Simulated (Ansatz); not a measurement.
## How methods differ on [CF3]+ (SMILES F[C+](F)F)

[CF3]+ has 4 atoms, charge +1, and is taken as a singlet. As SMILES, `F[C+](F)F`. Geometry: optimised at B3LYP/def2-SVP.

Each level gives the adiabatic electron affinity (to the doublet neutral, shapes relaxed at B3LYP/def2-SVP, no zero-point term) (eV). The values are calculated.

The electron affinity is E(neutral) − E(anion): positive where the electron is bound.

```tsv
level	kind	program	value (eV)	less CCSD(T)/def2-TZVPP	CPU time (all runs)
SVWN5/def2-TZVPP	LDA	Ansatz	8.76	-0.10	1.7 s
BLYP/def2-TZVPP	GGA	Ansatz	8.89	+0.03	3.6 s
PBE/def2-TZVPP	GGA	Ansatz	8.85	-0.01	3.6 s
PBE0-D4/def2-TZVPP	global hybrid	Ansatz	8.99	+0.13	4.1 s
CAM-B3LYP/def2-TZVPP	range-separated hybrid	Ansatz	9.16	+0.30	4.6 s
B2PLYP/def2-TZVPP	double hybrid	Ansatz	8.95	+0.09	7 s
RPA@PBE/def2-TZVPP	RPA	Ansatz	9.11	+0.25	6.8 s
CCSD(T)/def2-TZVPP	coupled cluster or CI	Ansatz	8.86	0.00	1.9 min
```

Differences are taken from CCSD(T)/def2-TZVPP for orientation; it has basis-set and higher-order errors of its own. The values span 8.76 to 9.16 eV. CPU times are rough (shared hosts, several kinds of processor and program).
